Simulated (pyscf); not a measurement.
Thermochemistry of product channels of F–WH(F)(F)(F)–F + H• on the doublet surface, in kcal/mol, from ωB97M-D3(BJ)/def2-TZVP energies (ideal gas, 1 atm, RRHO with modes under 100 cm⁻¹ raised to 100, one conformer, R ln 2 for rigid chiral ones). PySCF, gas phase, ωB97X-D3(BJ)/def2-SVP geometries.

```
products                          ΔE  ΔH(298 K)  ΔG(900 K)  ΔG(1200 K)
-----------------------------  -----  ---------  ---------  ----------
F–F + [F–WH₂(F)–F]•                ?     +121.2     +108.7      +105.3
HF + F–WH(F)–F [triplet] + F•  +71.0      +72.5      +32.4           ?
[F–W(F)(F)(F)–F]• + H₂         -57.1      -56.4      -63.7       -65.9
```

Problem. What belongs in the gaps?

Solution. 
- F–F + [F–WH₂(F)–F]•, ΔE: +119.5
- HF + F–WH(F)–F [triplet] + F•, ΔG(1200 K): +19.6

These are energies of the channels, which say nothing of barriers. Left out: orbital degeneracy and the spin-orbit lowering of F. Open-shell species with a d-block atom are single-reference here; other states, and whether the spin sits on metal or ligand, were not checked. Elements past Kr carry the def2 core potentials, without spin-orbit coupling.
